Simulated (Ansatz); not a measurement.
The same path of C4H10O2 (16 atoms, charge 0, multiplicity 1) was run twice with different band settings. The coordinate that changes most is the dihedral C4–C3–O5–C6.

These are results of Ansatz 0.2.0, RKS PBE/cc-pVDZ, not measurements.

Relaxed end points:

```xyz
16
Properties=species:S:1:pos:R:3
C -1.257 -1.375 1.300
O -0.373 -1.492 0.189
C 0.322 -0.307 -0.086
C 1.330 -0.616 -1.182
O -0.628 0.681 -0.507
C -0.202 2.012 -0.275
H -1.731 -2.365 1.436
H -0.705 -1.106 2.233
H -2.041 -0.609 1.120
H 0.831 0.076 0.843
H 2.055 -1.380 -0.840
H 0.791 -1.001 -2.069
H 1.889 0.296 -1.469
H 0.057 2.190 0.797
H -1.044 2.674 -0.553
H 0.684 2.298 -0.893
```

```xyz
16
Properties=species:S:1:pos:R:3
C -1.305 -1.243 1.215
O -0.524 -1.080 0.034
C 0.609 -0.251 0.240
C 1.500 -0.410 -0.986
O 0.248 1.095 0.540
C -0.435 1.776 -0.513
H -2.176 -1.868 0.941
H -0.726 -1.760 2.017
H -1.659 -0.267 1.614
H 1.148 -0.567 1.165
H 1.873 -1.451 -1.043
H 0.935 -0.202 -1.916
H 2.363 0.279 -0.923
H 0.252 2.084 -1.334
H -0.873 2.688 -0.063
H -1.252 1.155 -0.942
```

Common settings: movable images 5; climbing image yes; optimiser quadratic models (default); start path through a guess of the saddle point; force threshold 0.05 eV/Å; iteration limit 60; end points relaxed.

| run | spring |
| --- | --- |
| 1 | 5.0 eV/Å² |
| 2 | 2.0 to 10.0 eV/Å², energy-weighted |

(1) What does each run give, and how far can it be trusted?

Answers

(1) Run 1: converged after 8 iterations, highest image 0.175 eV above the first end. A vibrational analysis at the climbing image gives one clearly imaginary mode, 129i cm⁻¹: a first-order saddle point.
Run 2: converged after 6 iterations, highest image 0.175 eV above the first end. Another band between the same ends (5 images) ends at a top of the same energy, where a vibrational analysis finds 1 clearly imaginary mode.
